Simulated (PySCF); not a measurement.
Reproducing measurements on HNO

**Experimental background.**

From NIST CCCBDB Release 22 (SRD 101), experimental dipoles, for the gas: dipole moment (microwave Stark effect, vibrational ground state) 1.67 D.

How close the calculation comes is told at the end.

Compound: HNO.
Numbering: `[NH:1]=[O:2]` (hydrogens: H3 on N1)

Cartesian coordinates in Å at the GFN2-xTB level; atoms count from 1:
```
atom  x, y, z in Å
N1    -0.0523    0.4167   -0.0028
O2     0.9730   -0.2086   -0.0115
H3    -0.9092   -0.2106    0.0018
```

The PySCF runs (gas phase, on this GFN2-xTB geometry; no spin–orbit coupling):

```csv
level,job,basis functions,wall time
PBE0/pcSseg-1,"shieldings, charges and field gradients",39,1.6 s
B3LYP/pcJ-1,spin–spin couplings from 3 perturbed nuclei,64,1.0 s
```

Hardware: one thread, Arm Neoverse V1, no GPU, on a shared host.

**Comparison with experiment**

**Dipole moment.** Measured: 1.67 D (NIST CCCBDB Release 22 (SRD 101), experimental dipoles).

| level | computed (D) | computed − measured (D) | % (from the printed values) |
| --- | --- | --- | --- |
| PBE0/pcSseg-1 | 1.86 | +0.19 | +11 |
| B3LYP/pcJ-1 | 1.85 | +0.18 | +11 |

Closest is B3LYP/pcJ-1 (+0.18 D), furthest PBE0/pcSseg-1 (+0.19 D); one molecule doesn't rank methods. The computed dipoles belong to one fixed geometry; measured ones are averaged over vibrations unless marked μe. Magnitudes are compared, not signs.

No measured geometry was used, and the causes of the misses weren't examined.
